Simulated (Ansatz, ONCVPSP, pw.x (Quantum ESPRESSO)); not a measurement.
**What a changed setting does to a pw.x run (fcc W)**

Potential: optimised norm-conserving Vanderbilt (ONCV), ONCVPSP 4.0.1.1 (patched build), PBEsol; core [Kr] 4d10 4f14, reference 5s2 5p6 5d4 6s1 6p1; waves: 5s+6s: rc 1.90 bohr, ncon 4, nbas 8, qcut 5.2 1/bohr, 2 projectors; 5p+6p: rc 1.70 bohr, ncon 3, nbas 7, qcut 7.6 1/bohr, 2 projectors; 5d: rc 2.50 bohr, ncon 4, nbas 9, qcut 6.7 1/bohr, 1 projector; local part: polynomial inside 1.25 bohr (lpopt 5, dvloc0 0 Ha); core correction: none.

The reference run (k-mesh 14³, cutoffs 55/220 Ry, Fermi–Dirac 0.01 Ry, mixing_beta 0.4, conv_thr 1e-9, no spin) gives -2.82 GPa at 15.995 Å³/atom, where all-electron LAPW gives 0.14 GPa. This run, with its own iteration cap, changes nbnd to 19.

```
&control
  calculation='scf', prefix='x', pseudo_dir='./', outdir='./tmp', tstress=.true., disk_io='none'
/
&system
  ibrav=0, nat=1, ntyp=1, ecutwfc=55, ecutrho=220, nbnd=19,
  occupations='smearing', smearing='fd', degauss=0.01
/
&electrons
  conv_thr=1e-09, mixing_beta=0.4, electron_maxstep=60
/
ATOMIC_SPECIES
W 1.0 W.UPF
CELL_PARAMETERS angstrom
  0.00000000 1.99979164 1.99979164
  1.99979164 0.00000000 1.99979164
  1.99979164 1.99979164 0.00000000
ATOMIC_POSITIONS crystal
W 0.0000 0.0000 0.0000
K_POINTS automatic
14 14 14 0 0 0
```

```bash
pw.x < W.scf.in > W.scf.out
```

How does the run end?

It converges in 7 iterations; the free energy moves by +0.0 meV/atom and the pressure by +0.00 GPa. The result is that of the reference run.

```
Message from routine setup:
     using ibrav=0 with symmetry is DISCOURAGED, use correct ibrav instead
     lattice parameter (alat)  =       5.3444  a.u.
     unit-cell volume          =     107.9396 (a.u.)^3
     number of electrons       =        14.00
     number of Kohn-Sham states=           19
     kinetic-energy cutoff     =      55.0000  Ry
     charge density cutoff     =     220.0000  Ry
     scf convergence threshold =      1.0E-09
     Exchange-correlation= PBESOL
     number of k points=   104  Fermi-Dirac smearing, width (Ry)=  0.0100
     iteration #  1     ecut=    55.00 Ry     beta= 0.40
     total energy              =    -137.56116978 Ry
     estimated scf accuracy    <       0.07816384 Ry
     iteration #  2     ecut=    55.00 Ry     beta= 0.40
     total energy              =    -137.56187223 Ry
     estimated scf accuracy    <       0.01035819 Ry
     iteration #  3     ecut=    55.00 Ry     beta= 0.40
     total energy              =    -137.56328312 Ry
     estimated scf accuracy    <       0.00039910 Ry
     iteration #  4     ecut=    55.00 Ry     beta= 0.40
     total energy              =    -137.56331105 Ry
     estimated scf accuracy    <       0.00000616 Ry
     iteration #  5     ecut=    55.00 Ry     beta= 0.40
     total energy              =    -137.56331317 Ry
     estimated scf accuracy    <       0.00000045 Ry
     iteration #  6     ecut=    55.00 Ry     beta= 0.40
     total energy              =    -137.56331323 Ry
     estimated scf accuracy    <          1.5E-09 Ry
     iteration #  7     ecut=    55.00 Ry     beta= 0.40
     the Fermi energy is    21.5138 ev
!    total energy              =    -137.56331323 Ry
     estimated scf accuracy    <          2.2E-10 Ry
     smearing contrib. (-TS)   =      -0.00512779 Ry
     The total energy is F=E-TS. E is the sum of the following terms:
     one-electron contribution =     -20.31276794 Ry
     hartree contribution      =      16.83672838 Ry
     xc contribution           =     -15.18573749 Ry
     ewald contribution        =    -118.89640840 Ry
     convergence has been achieved in   7 iterations
          total   stress  (Ry/bohr**3)                   (kbar)     P=      -28.17
     Message from routine punch:
     Nothing written, as per user request (disk_io='none')
```

The run took about 12 s on one core of a shared host (Neoverse-V2, 96 threads, 742 GiB, load 32).
